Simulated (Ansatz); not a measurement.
## NO: state-averaged CASSCF

Program: Ansatz, Gaussian basis, development build. State-averaged CASSCF with equal weights; occupations are averaged over the states; levels count from the state that is lowest in CASSCF. CASSCF levels without dynamic correlation can be off by over 1 eV. Solutions may break the symmetry of the shape. Lower solutions, or ones in other orbitals, may exist. The average may hold one member of a degenerate pair alone.

Geometry: bond length 1.1500 Å.

Basis cc-pVTZ, nonrelativistic, 2 orbitals frozen in the corrections; active space CAS(5,5). Averaged: 3 doublets.

**Question.** Give the levels in order.

**Answer.** 

```json
{"state": "doublet", "CASSCF (eV)": "0.000"}
{"state": "doublet", "CASSCF (eV)": "0.327"}
{"state": "doublet", "CASSCF (eV)": "7.546"}
```

Occupations: 1.86, 1.72, 0.78, 0.63, 0.01.

Same geometry.

Basis cc-pVTZ, nonrelativistic, 2 orbitals frozen in the corrections; active space CAS(5,5). Averaged: 1 doublet, 1 quartet.

**Question.** Give the levels in order, with their spins.

**Answer.** 

```
  state  CASSCF (eV)
doublet        0.000
quartet        6.313
```

Occupations: 1.98, 1.46, 1.00, 0.54, 0.02.

Geometry: bond length 1.2650 Å.

Basis cc-pVTZ, nonrelativistic, 2 orbitals frozen in the corrections; active space CAS(5,5). Averaged: 3 doublets.

**Question.** Give the levels in order.

**Answer.** 

| state | CASSCF (eV) |
| --- | --- |
| doublet | 0.000 |
| doublet | 0.336 |
| doublet | 5.536 |

Occupations: 1.84, 1.69, 0.80, 0.66, 0.01.
